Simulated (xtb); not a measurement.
H2N, SMILES [NH2] (connectivity only; charge and spin as stated), charge -1, multiplicity 1. All values are semi-empirical tight-binding results from xtb (GFN2-xTB unless named), good for trends rather than for accurate numbers. Coordinates come from a GFN2-xTB optimisation. The spin state was assumed, not searched. The isomer is the one that the SMILES or the coordinates give; other isomers of the formula were not compared.

Optimised geometry:

```xyz
3

N      0.0000     0.0000    -0.1489
H      0.0000    -0.8113     0.5210
H      0.0000     0.8113     0.5210
```
Charge -1, spin multiplicity 1.

Computed properties:
```json
{
 "point_group_as_xtb_finds_it": "C2v",
 "orbital_gap": "9.88 eV",
 "zero_point_energy": "10.9 kcal/mol",
 "G − E(el) at 298.15 K (modified RRHO)": "-0.2 kcal/mol",
 "static polarisability (D4 model)": "17.3 bohr³",
 "solvation energy, GFN2-xTB/ALPB(water)": "-86.8 kcal/mol",
 "solvation energy, GFN2-xTB/ALPB(acetonitrile)": "-71.8 kcal/mol"
}
```

Computed IR lines (harmonic; lines under 4 % of the strongest left out, lines within 3 cm⁻¹ merged):
ν (cm⁻¹): 2888 (vs), 2983 (m) (against the strongest line: vs over 80 %, s over 45 %, m over 15 %, w over 4 %, vw less)

Computed atomic charges:
charges (e) N1 -0.81, H2 -0.10, H3 -0.10.
